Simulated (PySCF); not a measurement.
Gas-phase reaction: CH3SiCl3 + 2 C3H6 (propylene) ⇌ (CH3)2Si + 3 CH2Cl + C2H3 (vinyl)

Computed with PySCF (xtb for GFN2) and rigid-rotor harmonic-oscillator thermochemistry at 1 bar. † marks an energy on the PBE0/def2-TZVP geometry and frequencies; other levels use their own. Open shells (unrestricted): CH2Cl (multiplicity 2), C2H3 (vinyl) (multiplicity 2); the rest are closed-shell singlets. GFN2 has no spin-polarisation term. (CH3)2Si, CH2Cl: computed as isolated molecules; such fragments, hydroxides, amides, oligomers or adducts are transient or little studied in the gas.

ωB97X-V/def2-TZVP† gives ΔH°(298 K) = 1308 kJ.

What do ωB97M-V/def2-TZVP†, GFN2-xTB, PBE/def2-SVP give?

ωB97M-V/def2-TZVP†: 1312 kJ; GFN2-xTB: 1367 kJ; PBE/def2-SVP: 1278 kJ. For scale, ΔH°(298 K) is 1308 kJ at this level, 1312 kJ at ωB97M-V/def2-TZVP†, and runs from 1200 to 1385 kJ over the 14 levels computed.
